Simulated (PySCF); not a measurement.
Coordinates in bohr (charge 0 multiplicity 1):
```
O     0.0000    0.0000    0.0000
Li    0.0000    0.0000    3.0329
Li    0.0000    0.0000   -3.0329
```

All numbers come from PySCF, PBE0, basis O def2-TZVP, Li def2-TZVP (no relativity, density fitting).

This geometry of Li₂O is a stationary point at this level.

Question: What is the point group?

Answer: D∞h.

Question: Is it a minimum?

Answer: Yes: all harmonic wavenumbers are real.

Question: What are the dipole moment and the gap between the highest occupied and lowest empty levels?

Answer: 0.00 D and 3.82 eV.

Question: Give the atomic charges and bond orders.

Answer: 
```
 atom  Mulliken  Löwdin  polar tensor  Mayer order to O1
   O1     -1.22   -0.91         -1.43                  –
Li2,3      0.61    0.46          0.72               0.70
```

Other isomers or separated fragments may lie lower.
